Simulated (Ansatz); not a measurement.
Competing steps

Reactants: CH₆Si ([CH3][SiH3]) + H₂O (brackets give SMILES or just the links). Saddle points were found for several chosen steps; others may exist. Gas-phase electronic energies, without zero-point energy, by CCSD(T) at an estimated basis limit (MP2 extrapolated from triple and quadruple zeta, plus CCSD(T) − MP2 in triple zeta); Ansatz 0.2.0, def2-TZVPP and QZVPP, frozen cores, on PBE0-D4/def2-TZVP structures. Extrapolation: Hartree–Fock as exp(−7.88 √X), correlation as X^−2.97. No counterpoise correction.

Task: Rank the steps by the energy of their saddle points, lowest first, and give each saddle's height above the lowest. (To be estimated.)
A. four-centre ligand exchange, to CH₆OSi ([CH3][SiH2][OH]) + H₂ (breaks or loosens H–O, H–Si; forms H–H, O–Si)
B. four-centre ligand exchange, to SiH₄O ([OH][SiH3]) + CH₄ (breaks or loosens C–Si, H–O; forms C–H, O–Si)

Result: Computed: A (0.00 kcal/mol), B (9.01 kcal/mol). Heights count from the lowest.

The lowest of these saddles lies at 39.39 kcal/mol relative to the separated reactants.

Task: Does the lowest of these saddles lead to the lowest end structure (the products still in contact)? (Judge from chemistry; the calculation decides.)

Result: Computed: No: the step over a higher saddle ends lower. Relative to the separated reactants, the ends lie at -17.69 (CH₆OSi ([CH3][SiH2][OH]) + H₂); -22.26 (SiH₄O ([OH][SiH3]) + CH₄) kcal/mol.

The T1 diagnostic stays at or below 0.012.

For scale, one of the runs: CCSD(T)/def2-TZVPP, 216 basis functions (an equivalent command: `ansatz run in.yaml --threads 4`). Time: 43 s of wall clock on 4 CPU threads; the host was shared. Peak host memory: 3.2 GiB.
